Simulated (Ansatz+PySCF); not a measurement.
Results of a calculation; reference values are marked as such.
Input for Ansatz (development build ahead of 0.2.0):

```yaml
crystal:
  periodic: [false, false, false]
  atoms:
    - { symbol: Li, position_ang: [0.0, 0.0, -0.79892] }
    - { symbol: H, position_ang: [0.0, 0.0, 2.39676] }
basis:
  gaussian: { orbitals: cc-pVDZ }
hamiltonian:
  xc: pbe0
output:
  forces: true
```

The input is written out in the form of the current development build from the run's settings.

Results

| Quantity | Value |
| --- | --- |
| Converged | yes |
| Total energy | -7.97525 hartree |
| Spin squared of the determinant | 0.000 |
| Stability test | minimum among restricted orbitals |

Forces (eV/Å):
```
atom     Fx     Fy      Fz
 Li1  0.000  0.000   1.168
  H2  0.000  0.000  -1.168
```

Caution: charge can spread falsely over distant fragments.
